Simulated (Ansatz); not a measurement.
Scan of [H···H···CH₃], doublet

Starting geometry:

```yaml
atoms:
  - { symbol: H, position_ang: [-1.8667, 0.0000, 0.0000] }
  - { symbol: H, position_ang: [-1.1217, 0.0000, 0.0000] }
  - { symbol: C, position_ang: [0.2003, 0.0000, 0.0000] }
  - { symbol: H, position_ang: [0.2003, -1.0800, 0.0000] }
  - { symbol: H, position_ang: [0.2003, 0.5400, 0.9353] }
  - { symbol: H, position_ang: [0.2003, 0.5400, -0.9353] }
```

From there H2 is moved from one fragment to the other while all else, the fragments' distance too, stays fixed; atoms are numbered as listed. Energies are in kcal/mol, counted from the starting geometry at the same level.

Basis cc-pVTZ; Ansatz 0.2.0. Correlated methods freeze the noble-gas cores. Prefix R: restricted or restricted open-shell reference; prefix U: unrestricted. Active spaces: valence = (9e, 9o) chosen from the atoms' valence shells.

Runs in a small pair space aren't shown, since their orbitals change along the scan.

Full CI isn't at hand for all of this; UCCSDT(Q) serves as the reference, and is uncertain by about the last step of the cluster series. The frozen core follows each run's orbitals, which can shift R against U totals by a few meV.

```
distance H1-H2 (Å)  UCCSDT(Q)  error RHF  error UHF  error RCCSD  error UCCSD(T)  error RCCSDT(Q)  error CASSCF (valence space)
             0.745        0.0        0.0        0.0          0.0             0.0              0.0                           0.0
             0.778       -0.1        1.2        0.7          0.1             0.0              0.0                           0.1
             0.844        0.7        2.9        1.9          0.4             0.0              0.0                           0.0
             0.911        2.5        2.7        2.3          0.5             0.0              0.0                          -0.3
             0.977        5.4        0.9        2.1          0.4             0.0              0.0                          -0.8
```

Errors are those of relative energies. In total energy the starting point itself misses UCCSDT(Q) by: RHF 156.5, UHF 151.2, RCCSD 4.8, UCCSD(T) 0.5, RCCSDT(Q) 0.0, CASSCF (valence space) 102.3 kcal/mol.

Spread of the error over the points with a reference, to 0.977 Å (largest less smallest): RCCSDT(Q) 0.0, UCCSD(T) 0.0, RCCSD 0.5, CASSCF (valence space) 0.8, UHF 2.3, RHF 2.9 kcal/mol.
